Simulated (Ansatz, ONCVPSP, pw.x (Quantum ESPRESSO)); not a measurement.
**pw.x on bcc Ba: one setting changed**

Potential: optimised norm-conserving Vanderbilt (ONCV), ONCVPSP 4.0.1.1 (patched build), PBE; core [Kr] 4d10, reference 5s2 5p6 6s2; waves: 5s+6s: rc 2.45 bohr, ncon 4, nbas 7, qcut 3.9 1/bohr, 2 projectors; 5p: rc 2.70 bohr, ncon 4, nbas 8, qcut 4.3 1/bohr, 2 projectors, debl 2.5 Ha; d scattering state at 0.06 Ha: rc 2.75 bohr, ncon 4, nbas 8, qcut 3.8 1/bohr, 2 projectors, debl 0.5 Ha; local part: polynomial inside 2.20 bohr (lpopt 5, dvloc0 2 Ha); core correction: Teter function, fcfact 3, rcfact 1.6. In the d channel the program set the typed energies aside and used 0.050, 0.550 Ha.

The reference run (k-mesh 9³, cutoffs 50/200 Ry, Fermi–Dirac 0.01 Ry, mixing_beta 0.4, conv_thr 1e-9, no spin) gives 0.06 GPa at 63.608 Å³/atom, where all-electron LAPW gives 0.01 GPa. This run, with its own iteration cap, changes nspin = 2 with starting_magnetization to 0.5.

```
&control
  calculation='scf', prefix='x', pseudo_dir='./', outdir='./tmp', tstress=.true., disk_io='none'
/
&system
  ibrav=0, nat=1, ntyp=1, ecutwfc=50, ecutrho=200, nbnd=12,
  occupations='smearing', smearing='fd', degauss=0.01, nspin=2, starting_magnetization(1)=0.5
/
&electrons
  conv_thr=1e-09, mixing_beta=0.4, electron_maxstep=50
/
ATOMIC_SPECIES
Ba 1.0 Ba.UPF
CELL_PARAMETERS angstrom
  -2.51468688 2.51468688 2.51468688
  2.51468688 -2.51468688 2.51468688
  2.51468688 2.51468688 -2.51468688
ATOMIC_POSITIONS crystal
Ba 0.0000 0.0000 0.0000
K_POINTS automatic
9 9 9 0 0 0
```

```bash
pw.x < Ba.scf.in > Ba.scf.out
```

**Question.** How does the run end?

**Answer.** It converges in 11 iterations; the free energy moves by +0.0 meV/atom and the pressure by +0.00 GPa. The result is that of the reference run.

```
Message from routine setup:
     using ibrav=0 with symmetry is DISCOURAGED, use correct ibrav instead
     lattice parameter (alat)  =       8.2308  a.u.
     unit-cell volume          =     429.2481 (a.u.)^3
     number of electrons       =        10.00
     number of Kohn-Sham states=           12
     kinetic-energy cutoff     =      50.0000  Ry
     charge density cutoff     =     200.0000  Ry
     scf convergence threshold =      1.0E-09
     Exchange-correlation= PBE
     atomic species   magnetization
     number of k points=    35  Fermi-Dirac smearing, width (Ry)=  0.0100
     iteration #  1     ecut=    50.00 Ry     beta= 0.40
     total energy              =     -56.95237516 Ry
     estimated scf accuracy    <       0.07030953 Ry
     total magnetization       =     1.22 Bohr mag/cell
     absolute magnetization    =     1.22 Bohr mag/cell
     iteration #  2     ecut=    50.00 Ry     beta= 0.40
     total energy              =     -57.01950950 Ry
     estimated scf accuracy    <       0.02695013 Ry
     total magnetization       =     1.00 Bohr mag/cell
     absolute magnetization    =     1.00 Bohr mag/cell
     iteration #  3     ecut=    50.00 Ry     beta= 0.40
     total energy              =     -57.02827426 Ry
     estimated scf accuracy    <       0.00030556 Ry
     total magnetization       =     0.51 Bohr mag/cell
     absolute magnetization    =     0.51 Bohr mag/cell
     [... 5 iterations left out ...]
     iteration #  9     ecut=    50.00 Ry     beta= 0.40
     total energy              =     -57.03156241 Ry
     estimated scf accuracy    <          4.2E-09 Ry
     total magnetization       =    -0.00 Bohr mag/cell
     absolute magnetization    =     0.00 Bohr mag/cell
     iteration # 10     ecut=    50.00 Ry     beta= 0.40
     total energy              =     -57.03156250 Ry
     estimated scf accuracy    <          5.7E-09 Ry
     total magnetization       =     0.00 Bohr mag/cell
     absolute magnetization    =     0.00 Bohr mag/cell
     iteration # 11     ecut=    50.00 Ry     beta= 0.40
     the Fermi energy is     5.7220 ev
!    total energy              =     -57.03156252 Ry
     estimated scf accuracy    <          8.5E-11 Ry
     smearing contrib. (-TS)   =      -0.00659797 Ry
     The total energy is F=E-TS. E is the sum of the following terms:
     one-electron contribution =     -13.83616566 Ry
     hartree contribution      =       9.12623070 Ry
     xc contribution           =     -14.02399175 Ry
     ewald contribution        =     -38.29103783 Ry
     total magnetization       =     0.00 Bohr mag/cell
     absolute magnetization    =     0.00 Bohr mag/cell
     convergence has been achieved in  11 iterations
          total   stress  (Ry/bohr**3)                   (kbar)     P=        0.60
     Message from routine punch:
     Nothing written, as per user request (disk_io='none')
```

The run took about 77 s on one core of a shared host (Neoverse-N1, 64 threads, 124 GiB, load 54).
